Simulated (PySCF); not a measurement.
**Bonding in H3PO4**

H3PO4.
Atom-mapped SMILES: `[O:1]=[P:2]([OH:3])([OH:4])[OH:5]` (hydrogens: H6 on O3; H7 on O4; H8 on O5)

Structure used (GFN2-xTB), in Å, numbered top down from 1:
```xyz
8
H3O4P angstrom
O      0.589   -0.225    1.622
P      0.009   -0.106    0.291
O     -0.542    1.349   -0.089
O      1.036   -0.432   -0.901
O     -1.232   -1.029   -0.025
H     -0.162    1.994    0.504
H      1.875   -0.683   -0.522
H     -1.565   -0.859   -0.905
```

Bond orders from the PBE0/pcSseg-1 density (PySCF). Isolated species at its GFN2-xTB geometry (one conformer only).

Problem. How far do the computed orders between heavy atoms stray from the drawn ones?

Solution. The largest departure is 0.091, at O1–P2 (drawn double, 1.909).

Problem. Give the Mayer order of every bond, beside its length.

Solution. 
```json
{"bond": "O1–P2", "drawn as": "double", "length (Å)": "1.456", "Mayer order": "1.909"}
{"bond": "P2–O3", "drawn as": "single", "length (Å)": "1.601", "Mayer order": "1.056"}
{"bond": "P2–O4", "drawn as": "single", "length (Å)": "1.607", "Mayer order": "1.049"}
{"bond": "P2–O5", "drawn as": "single", "length (Å)": "1.578", "Mayer order": "1.081"}
{"bond": "O3–H6", "drawn as": "single", "length (Å)": "0.955", "Mayer order": "0.928"}
{"bond": "O4–H7", "drawn as": "single", "length (Å)": "0.955", "Mayer order": "0.928"}
{"bond": "O5–H8", "drawn as": "single", "length (Å)": "0.957", "Mayer order": "0.927"}
```

By pair of heavy elements: O–P: lowest P2–O4 (1.049, 1.607 Å), highest O1–P2 (1.909, 1.456 Å).

Problem. Sum the orders of all bonds at each heavy atom with more than one neighbour and set the sums beside the valence in the SMILES.

Solution. P2 5.095 (drawn 5), O3 1.984 (drawn 2), O4 1.977 (drawn 2), O5 2.008 (drawn 2). Orders between atoms that aren't bonded are not in these sums.

For a closed shell the Mayer order of atoms A and B is Σ (PS)μν (PS)νμ over the basis functions μ on A and ν on B, with P the density and S the overlap matrix.

The run behind these numbers computed NMR shieldings as well. Cost: about 6 s of CPU time on one thread; the machine was shared, so the figure is rough.
